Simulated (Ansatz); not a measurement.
`F[SiH2][SiH3]` → SiH₄ + `F[SiH]` at 700 K and 1 bar (silylene formation by 1,1-elimination).

Gas-phase electronic energies from Ansatz, PBE0-D4/def2-TZVP geometries. CCSD(T)/CBS adds triple-zeta CCSD(T) − MP2 to the extrapolated MP2 energy (def2 sets, frozen cores). This one scheme is used for every species.

```
        species  CCSD(T)/CBS energy (Eh)  H − E (kJ/mol)  S (J/(mol·K))
`F[SiH2][SiH3]`               -681.00067           179.4          406.1
           SiH₄               -291.46306           115.5          252.9
       `F[SiH]`               -389.46371            50.0          276.0
```

H − E and S are ideal-gas, rigid-rotor, harmonic terms from PBE0-D4/def2-TZVP. 1 Eh = 2625.50 kJ/mol, R = 8.31446 J/(mol·K).

**Question.** By hand: ΔE, ΔH, ΔS and ΔG.

**Answer.** ΔE = (-291.46306) + (-389.46371) − (-681.00067) = 0.07390 Eh = 194.0 kJ/mol. Δ(H − E) = 115.5 + 50.0 − 179.4 = -13.9, so ΔH = 180.1 kJ/mol. ΔS = 252.9 + 276.0 − 406.1 = 122.8 J/(mol·K). ΔG = 180.1 − 700 × (122.8)/1000 = 94.1 kJ/mol.

**Question.** By hand: the equilibrium constant, and the temperature at which ΔG would vanish if ΔH and ΔS stayed fixed.

**Answer.** log₁₀ K = −ΔG/(RT ln 10) = -7.0. ΔG = 0 at ΔH/ΔS = 1467 K.

The number of gas molecules changes by +1, which sets the sign of ΔS. A doubt of 5 kJ/mol in ΔE shifts log₁₀ K by 0.4 here. These are equilibria of isolated gas molecules and say nothing of rates. Largest T1 diagnostic: 0.015 (customary marks: 0.02 for closed shells, 0.045 for open ones).
